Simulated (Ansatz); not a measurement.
`CCCCC(C)C` and `CCCCC(C)(C)C` differ in one atom or group.

Ansatz, PBE0-D4/def2-TZVP geometries, multiplicity 1. Each molecule was computed in one conformer, which needn't be the lowest.

```
                                        property  `CCCCC(C)C`
  size of the dipole moment (PBE/def2-TZVPP) / D         0.09
           LUMO energy (ωB97M-V/def2-TZVPP) / eV         2.61
size of the dipole moment (B3LYP/def2-TZVPP) / D         0.09
         HOMO–LUMO gap (ωB97M-V/def2-TZVPP) / eV        13.48
               HOMO energy (PBE/def2-TZVPP) / eV        -7.26
            HOMO–LUMO gap (PBE0/def2-TZVPP) / eV         9.79
```

Question: What does the change do to each property? (Estimate.)

Answer: The calculation gave: 
```tsv
property	`CCCCC(C)(C)C`	shift
size of the dipole moment (PBE/def2-TZVPP) / D	0.05	-0.04
LUMO energy (ωB97M-V/def2-TZVPP) / eV	2.44	-0.17
size of the dipole moment (B3LYP/def2-TZVPP) / D	0.04	-0.05
HOMO–LUMO gap (ωB97M-V/def2-TZVPP) / eV	13.19	-0.29
HOMO energy (PBE/def2-TZVPP) / eV	-7.18	0.08
HOMO–LUMO gap (PBE0/def2-TZVPP) / eV	9.53	-0.26
```

With PBE0 the HOMO rises by 0.10 eV and the LUMO falls by 0.16 eV, so the gap narrows by about 0.26 eV. PBE moves the HOMO by 0.08 eV and ωB97M-V by 0.11 eV.

B3LYP here is the variant with VWN-RPA as its local correlation; programs differ in this.
